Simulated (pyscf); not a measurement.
O=Sn: (SMILES [O]=[Sn]) [singlet] + HF (SMILES F) → O=SnH–F (SMILES [O]=[SnH][F]) (insertion; singlet surface; F–H broken, F–Sn, H–Sn formed). Structures and frequencies: ωB97X-D3(BJ)/def2-SVP in PySCF. MP2 and CC: frozen core, UHF for open shells. ΔMP2 is the change of the MP2 total energy from the triple- to the quadruple-zeta basis. Energies in kcal/mol from the separated reactants.

```
level                             barrier  reaction energy
--------------------------------  -------  ---------------
ωB97X-D3(BJ)/def2-TZVP               45.2             +9.8
PBE/def2-TZVP                        36.8            +13.2
B3LYP-D3(BJ)/def2-TZVP                ___            +15.2
ωB97M-D3(BJ)/def2-TZVP               47.9            +14.3
HF/def2-TZVP                         63.9            +13.8
MP2/def2-QZVPP                       52.7            +22.2
CCSD(T)/def2-TZVPP + ΔMP2(QZVPP)      ___              ___
```

### Question
Complete the blanks.

### Answer

- B3LYP-D3(BJ)/def2-TZVP, barrier: 44.9
- CCSD(T)/def2-TZVPP + ΔMP2(QZVPP), barrier: 50.1
- CCSD(T)/def2-TZVPP + ΔMP2(QZVPP), reaction energy: +17.6

O=SnH–F lies 72.4 kcal/mol over its isomer HO–Sn:–F [singlet], and others may lie lower still (electronic energy, ωB97M-D3(BJ)). This is the saddle that the search found; another between the same sides may lie lower. The CCSD(T) − MP2 part came from Ansatz, without density fitting, on the same reference. The largest closed-shell T1 diagnostic is 0.033, which may signal static correlation. The frozen core leaves the outer d or s,p core shells of the metals and heavy elements correlated in the MP2 and CC values, and def2-TZVPP describes them poorly, which can shift differences by a few kcal/mol. Elements past Kr carry the def2 core potentials, without spin-orbit coupling.
